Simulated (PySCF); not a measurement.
**Boronic Acid (BH₃O₂): geometry, spin-spin couplings**

What spin-spin couplings should Boronic Acid (BH₃O₂) (`OBO`) show?

Computed with PySCF 2.14.0, with density-fitted response routines of our own, on a single molecule in the gas phase. Atoms are numbered from 0 throughout.

## Step 1: The starting structure

6 atoms, charge 0, multiplicity 1; geometry from: GFN2-xTB.

Bonds of the start (Å): O0–B1 1.35, B1–O2 1.35, O0–H3 0.95, B1–H4 1.19, O2–H5 0.95.

## Step 2: Relaxing the molecule at PBE0-D3(BJ)/def2-SVP

The job: settings as JSON, then the geometry in Å.

```
{"job": {"xc": "PBE0", "basis": "def2-SVP", "d3": "d3bj", "grid": 1, "kind": "geom"}, "charge": 0, "multiplicity": 1}
O     -1.139940    -0.601240     0.073030
B      0.000740     0.106580    -0.029280
O      1.145570    -0.575740     0.160980
H     -1.953240    -0.120080    -0.062180
H     -0.002630     1.270840    -0.274460
H      1.955740    -0.076370     0.088760
```

**Question.** This job is followed by: B3LYP/cc-pVTZ indirect spin-spin coupling, non-relativistic, gas phase; B3LYP/6-31G* indirect spin-spin coupling, non-relativistic, gas phase. What will the session give for the following? point group; rotational constants (main isotopes); largest coupling of the table (B3LYP/cc-pVTZ); range of J(B1,H4), mean over like pairs.

**Answer**, as computed:

| quantity | value |
| --- | --- |
| point group | C2v |
| rotational constants (main isotopes) | 68.98, 10.08, 8.79 GHz |
| largest coupling of the table (B3LYP/cc-pVTZ) | ¹J(B,H) B1–H4, 149.1 Hz |
| range of J(B1,H4), mean over like pairs | 149.1 to 168.2 Hz |

In words: The optimisation took 5 steps and gained 0.027 eV; among the close pairs (by a distance rule), B1–H4 changed most, from 1.190 to 1.218 Å. No frequency check was run at this level, so the end point may be a saddle. Of the pairs tabulated at B3LYP/cc-pVTZ, B1–H4 couples most strongly (149.1 Hz; Fermi contact 148.6 Hz). The coupling B1–H4, as a mean over pairs of its kind, runs from 149.1 Hz (B3LYP/cc-pVTZ) to 168.2 Hz (B3LYP/6-31G*). Couplings from bases without tight functions are rough.
